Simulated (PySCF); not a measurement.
BH2SH + hydrogen chloride → BH2Cl + hydrogen sulfide

Reaction: BH2SH + hydrogen chloride → BH2Cl + hydrogen sulfide. Separate species in the gas phase, each in one low structure relaxed by PBE0-D3(BJ)/def2-SVP, with no frequency check at that level.

```tsv
species	role	SMILES	charge	multiplicity
BH2SH	reactant	BS	0	1
hydrogen chloride	reactant	Cl	0	1
BH2Cl	product	BCl	0	1
hydrogen sulfide	product	S	0	1
```

Problem. Is the reaction downhill? Give ΔE by level, and ΔH and ΔG at 298.15 K and 1 atm.

Solution. PBE0-D3(BJ)/def2-TZVPD +1.6, PW6B95-D3(BJ)/def2-TZVPD +1.0 kcal/mol (PySCF). With tight-binding harmonic terms on the PBE0-D3(BJ)/def2-TZVPD value, ΔH is +1.4 and ΔG +0.8 kcal/mol: close to even. No barrier was computed.
